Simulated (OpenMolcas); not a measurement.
How methods differ on BCl (SMILES [B]Cl)

BCl: 2 atoms, total charge 0, spin state singlet. SMILES: `[B]Cl`. The coordinates come from a PBE0-D4/def2-TZVP relaxation.

```xyz
2

B     0.0000    0.0000   -0.0697
Cl    0.0000    0.0000    1.6482
```

Quantity: the energy change with the B1–Cl2 bond stretched from 1.718 to 3.006 Å, in eV. The values are calculated.

| level | kind | program | value (eV) | less FCI/STO-3G | CPU time (all runs) |
| --- | --- | --- | --- | --- | --- |
| HF/STO-3G (restricted) | Hartree–Fock | OpenMolcas | 4.78 | +0.77 | 2.8 s |
| SVWN5/STO-3G (restricted) | LDA | OpenMolcas | 4.10 | +0.09 | 5.2 s |
| PBE/STO-3G (restricted) | GGA | OpenMolcas | 3.78 | -0.23 | 5.3 s |
| r2SCAN/STO-3G (restricted) | meta-GGA | OpenMolcas | 3.98 | -0.03 | 6 s |
| B2PLYP/STO-3G (restricted) | double hybrid | OpenMolcas | 4.13 | +0.12 | 4.8 s |
| MP2/STO-3G (restricted) | perturbation theory | OpenMolcas | 4.48 | +0.47 | 3 s |
| SC-NEVPT2(2,2)/STO-3G | multireference | OpenMolcas | 4.21 | +0.20 | 2.9 s |
| ACPF/STO-3G (restricted) | coupled cluster or CI | OpenMolcas | 3.76 | -0.25 | 3.1 s |
| FCI/STO-3G | exact in the basis | OpenMolcas | 4.01 | 0.00 | 3.6 s |

FCI/STO-3G is exact within its basis and frozen core, so for wave-function methods in that basis the difference is their error; functionals converge differently with the basis, so for them it is only a difference. Spin-restricted single references rise too steeply as a bond breaks, Hartree–Fock most of all. The first shape isn't each level's own minimum. The values span 3.76 to 4.78 eV. All rows use very small basis sets, so even the best lies far from the true value. CPU times are rough (shared hosts, several kinds of processor): they show what a rung costs within a factor of a few.
